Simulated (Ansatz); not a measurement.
Ge₂, singlet in cc-pVDZ: errors against full CI

Geometry: a PBE0/def2-TZVP stationary point for this spin. The triplet lies 0.5 eV lower here.

```xyz
2

Ge    0.0000    0.0000    0.0000
Ge    0.0000    0.0000    2.4095
```

Basis cc-pVDZ; Ansatz 0.2.0. Only valence electrons are correlated (noble-gas cores and the filled d shells of p-block atoms frozen), which leaves 8 electrons in 26 orbitals. Prefix R: restricted or restricted open-shell reference; prefix U: unrestricted. Active spaces: valence = (8e, 8o) chosen from the atoms' valence shells. No spin–orbit coupling is included, and no scalar relativity.

Full CI is exact within this basis and frozen core; it isn't the basis-set limit. The frozen core follows each run's orbitals, which can shift R against U totals by a few meV for light atoms and by up to 0.1 eV past Ca.

The determinant fills πx and πy unequally, so it is a mixture of Σ and Δ, which weighs on every level built on one determinant.

```
UHF ⟨S²⟩                            : 1.638
⟨S²⟩ of the determinant under UCCSD : 1.011
T1 diagnostic (RCCSD)               : 0.0175
largest doubles amplitude (RCCSD)   : 0.191
```

```json
{"level": "RHF", "E − E(full CI) (kJ/mol)": "468.1", "share of correlation (%)": "0.00", "wall time": "–"}
{"level": "RMP2", "E − E(full CI) (kJ/mol)": "122.5", "share of correlation (%)": "73.84", "wall time": "–"}
{"level": "CISD", "E − E(full CI) (kJ/mol)": "73.5", "share of correlation (%)": "84.31", "wall time": "2.5 s"}
{"level": "RCCSD", "E − E(full CI) (kJ/mol)": "36.0", "share of correlation (%)": "92.30", "wall time": "–"}
{"level": "RCCSD(T)", "E − E(full CI) (kJ/mol)": "15.1", "share of correlation (%)": "96.77", "wall time": "3.1 s"}
{"level": "BCCD(T)", "E − E(full CI) (kJ/mol)": "15.2", "share of correlation (%)": "96.76", "wall time": "2.9 s"}
{"level": "RCCSDT", "E − E(full CI) (kJ/mol)": "8.8", "share of correlation (%)": "98.12", "wall time": "–"}
{"level": "CISDTQ", "E − E(full CI) (kJ/mol)": "9.3", "share of correlation (%)": "98.02", "wall time": "9 s"}
{"level": "RCCSDT(Q)", "E − E(full CI) (kJ/mol)": "3.1", "share of correlation (%)": "99.34", "wall time": "5.5 s"}
{"level": "RCCSDTQ*", "E − E(full CI) (kJ/mol)": "0.6", "share of correlation (%)": "99.87", "wall time": "17 s (H100)"}
```

An asterisk marks runs whose energy the program itself flagged as in doubt.

The correlation energy at full CI, counted from RHF, is -4.852 eV. That run took 18 s on 2 threads of AMD EPYC 7R13 with a shared H100 80 GB, shared host over 27,944,940 determinants.

Run but not shown, since their state, orbitals or frozen core can't be matched to the reference's or they repeat it: UHF, UMP2, UCCSD, UCCSD(T), UCCSDT, UCCSDT(Q), UCCSDTQ, CASSCF (valence space), NEVPT2 (valence space), MRCISD (valence space), MRCISD+Q (valence space).

Times hold each run's SCF and search for its determinant on a shared host, so for small cases they say little of a method's own cost; rows without a card ran on 1 thread of AMD EPYC 7R13.

Unrestricted levels hold only the spin's projection, and here they fall towards a lower state of higher spin.

The full-CI state has the irrep Ag of D2h, in the program's axes (one component, if the state is degenerate).

Natural occupations of full CI about the gap: 1.951 1.920 1.899 0.973 0.911 0.092 0.088 0.052 0.015 0.015; effectively unpaired electrons, Σ n²(2−n)², 2.13. No single determinant describes this state well, so single-reference rows can miss without a flag.
